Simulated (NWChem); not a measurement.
hydrogen isocyanide (CHN); SMILES [C-]#[NH+]

```xyz
3

C      0.0000     0.0000     0.7553
N      0.0000     0.0000    -0.4288
H      0.0000     0.0000    -1.4413
```
Atoms are numbered in this order, from 1.

Results from NWChem. Geometry optimised at PBE-D3(BJ)/def2-SVP; all other runs use it. Pople sets run with spherical d functions. Vzz has the sign of the potential's second derivative.

```
quantity                                                                                 level  value
------------------------------------------------------------------------  --------------------  -----
vertical, lowest excitation, singlet (eV)                                   B3LYP/6-31+G*, TDA    [?]
cavity-dispersion-structure term (kcal/mol) in ethyl acetate              M06-2X/def2-SVP, SMD    [?]
−ε(HOMO) (eV)                                                              CAM-B3LYP/def2-SVPD    [?]
lowest singlet excitation, corrected reaction field (eV) in acetonitrile   B3LYP/def2-SVP, SMD   8.18
isotropic polarisability (bohr³) at 589 nm                                        B3LYP/6-31G*   13.0
Vzz N2 (a.u.)                                                                CAM-B3LYP/cc-pVTZ  0.077
charge (e), Mulliken C1                                                    Hartree-Fock/6-31G*   0.18
dipole (D)                                                                 PBE-D3(BJ)/def2-SVP    [?]
highest harmonic frequency (cm⁻¹)                                          PBE-D3(BJ)/def2-SVP   3709
```

**Question.** Complete the blanks.

**Answer.** 
- vertical, lowest excitation, singlet (eV), value: 8.21
- cavity-dispersion-structure term (kcal/mol) in ethyl acetate, value: 2.5
- −ε(HOMO) (eV), value: 10.69
- dipole (D), value: 3.15
